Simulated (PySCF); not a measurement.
Compound: sulfanylsilane, H₄SSi.
Bonds: Si1–S2. Hydrogens: H3, H4, H5 on Si1; H6 on S2.

A GFN2-xTB structure with every atom displaced at random (by about 0.01 Å) was refined with PBE0-D3(BJ)/def2-SVP geometry optimisation, gas phase in PySCF 2.14.0. Values at the start:

```json
{"coordinate": "Si1–S2", "start": "2.132 Å"}
{"coordinate": "Si1–H3", "start": "1.440 Å"}
{"coordinate": "S2–H6", "start": "1.317 Å"}
{"coordinate": "Si1–S2–H6", "start": "96.3°"}
{"coordinate": "S2–Si1–H3", "start": "109.5°"}
{"coordinate": "S2–Si1–H4", "start": "101.4°"}
{"coordinate": "H3–Si1–H4", "start": "112.2°"}
```

How do these coordinates change at the PBE0-D3(BJ)/def2-SVP level?

| coordinate | PBE0-D3(BJ)/def2-SVP (Å or °) | change |
| --- | --- | --- |
| Si1–H3 | 1.494 | +0.054 |
| S2–H6 | 1.351 | +0.034 |
| Si1–S2 | 2.148 | +0.016 |
| S2–Si1–H4 | 104.9 | +3.5 |
| H3–Si1–H4 | 109.7 | -2.5 |
| S2–Si1–H3 | 111.9 | +2.4 |
| Si1–S2–H6 | 95.0 | -1.3 |

The energy falls by 9.1 kJ/mol over 4 energy and gradient evaluations, the largest force component goes from 0.0202 to 2.0e-04 Eh/bohr, and the atoms move by 0.048 Å rms after alignment. The bond that changes most is Si1–H3 (SiH3 silicon to Si–H hydrogen), which lengthens by 0.054 Å. Bonds longer at the end by more than 0.005 Å: 5 of 5; shorter: 0. Rotational constants go from 67033, 6387, 6252 to 65388, 6235, 6100 MHz.

The run used 56 basis functions and 22 SCF cycles in all. Time: 5.2 s of wall time; peak memory 0.28 GiB. Hardware: an Intel Xeon Platinum 8259CL at 2.50 GHz with one thread, no GPU, on a shared host.

No frequency check.
